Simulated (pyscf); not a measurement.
**Addition across a multiple bond or ene-type step: `[O]=[Ge]=[O]` + `[CH4]` → `[CH3][Ge](=[O])[OH]`**

Gas phase, singlet surface, charge 0. Bonds broken: C4–H5. Bonds formed: Ge2–C4, O3–H5. Structures and frequencies: ωB97X-D3(BJ)/def2-SVP in PySCF. MP2 and CC: frozen core, UHF for open shells. ΔMP2 is the change of the MP2 total energy from the triple- to the quadruple-zeta basis.

Transition state (Å):

```xyz
8

O      1.3544     1.7669     0.6381
Ge     0.6182     0.6415    -0.2603
O      0.2073    -0.2909    -1.5936
C     -0.9136    -0.6257     0.7850
H     -0.5577    -0.7181    -0.5053
H     -0.2658    -1.0040     1.5902
H     -1.5928    -1.4543     0.5098
H     -1.5501     0.1932     1.1529
```

One imaginary mode, 1694i cm⁻¹; descent along it reached the two sides named, in the forms told below.

```
bond    change  reactant side (Å)  saddle  product side
------  ------  -----------------  ------  ------------
C4–H5   breaks              1.102   1.342           3.0
Ge2–C4   forms                3.1   2.246         1.937
O3–H5    forms                2.7   1.397         0.965
```

Electronic energies relative to the separated reactants (kcal/mol):

```csv
level,barrier,reaction energy,reverse barrier
ωB97X-D3(BJ)/def2-TZVP,30.1,-44.5,74.6
PBE/def2-TZVP,28.1,-33.8,61.9
r²SCAN/def2-TZVP,28.1,-39.0,67.1
B3LYP-D3(BJ)/def2-TZVP,32.5,-38.2,70.6
PBE0-D3(BJ)/def2-TZVP,27.1,-43.0,70.0
M06-2X/def2-TZVP,28.1,-46.3,74.3
ωB97M-D3(BJ)/def2-TZVP,31.1,-41.8,72.9
HF/def2-TZVP,44.5,-48.2,92.7
MP2/def2-QZVPP,31.9,-38.1,69.9
CCSD/def2-TZVPP,34.0,-43.3,77.3
CCSD(T)/def2-TZVPP,32.5,-40.2,72.7
CCSD(T)/def2-TZVPP + ΔMP2(QZVPP),32.2,-40.8,73.0
```

With CCSD(T)/def2-TZVPP + ΔMP2(QZVPP) energies and thermal terms (ideal gas, 1 atm, RRHO with modes under 100 cm⁻¹ raised to 100, one conformer, R ln 2 for chiral ones without a mode under 150 cm⁻¹), in kcal/mol:

```json
[
 {"T (K)": "298", "ΔH‡": "29.5", "ΔG‡": "37.6", "ΔH": "-39.5", "ΔG": "-31.8"},
 {"T (K)": "600", "ΔH‡": "30.0", "ΔG‡": "45.7", "ΔH": "-38.7", "ΔG": "-24.3"},
 {"T (K)": "900", "ΔH‡": "30.6", "ΔG‡": "53.4", "ΔH": "-37.7", "ΔG": "-17.3"},
 {"T (K)": "1200", "ΔH‡": "31.3", "ΔG‡": "60.8", "ΔH": "-36.7", "ΔG": "-10.7"}
]
```

On the product side the descent ends in a point that may be a rotor saddle (no frequency run), 4.4 kcal/mol over the lowest minimum found and 70.2 kcal/mol under the saddle at ωB97X-D3(BJ)/def2-TZVP. One saddle was located; it need not be the lowest between these sides. The CCSD(T) − MP2 part came from Ansatz, without density fitting, on the same reference. The frozen core leaves the outer d or s,p core shells of the metals and heavy elements correlated in the MP2 and CC values, and def2-TZVPP describes them poorly, which can shift differences by a few kcal/mol. Elements up to Kr have no core potential and no relativistic terms here.
